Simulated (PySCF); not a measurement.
Molfile (atoms numbered from 1):
```
CCl4
     RDKit          3D

  5  4  0  0  0  0  0  0  0  0999 V2000
    0.1333   -1.7335    0.3316 Cl  0  0  0  0  0  0  0  0  0  0  0  0
   -0.0001   -0.0001    0.0002 C   0  0  0  0  0  0  0  0  0  0  0  0
   -1.2462    0.7054    1.0401 Cl  0  0  0  0  0  0  0  0  0  0  0  0
    1.5529    0.7843    0.3250 Cl  0  0  0  0  0  0  0  0  0  0  0  0
   -0.4399    0.2439   -1.6968 Cl  0  0  0  0  0  0  0  0  0  0  0  0
  1  2  1  0
  2  3  1  0
  2  4  1  0
  2  5  1  0
M  END
```

Geometry: PBE0-D3(BJ)/def2-SVP; GIAO absolute shieldings from PySCF 2.14, gas phase, non-relativistic, averaged over equivalent atoms.

At PBE0/pcSseg-0 (61 basis functions, 5 s wall time on 1 thread of an x86-64 server CPU, shared host):
```json
{"atoms": "Cl1/Cl3/Cl4/Cl5", "σ (ppm)": "359.3"}
{"atoms": "C2", "σ (ppm)": "48.2"}
```

What do these become at BP86/pcSseg-2?

Results:


```csv
atoms,σ at BP86/pcSseg-2,change
Cl1/Cl3/Cl4/Cl5,263.1,-96.2
C2,31.6,-16.6
```

The largest change is at Cl1/Cl3/Cl4/Cl5 (chlorine bonded to C). Cost: 208 basis functions, 18 s wall time on 1 thread of an Arm Neoverse V1, shared host.

Carbons that carry Cl, above all several Cl atoms, come out too deshielded, partly because spin–orbit coupling is missing.
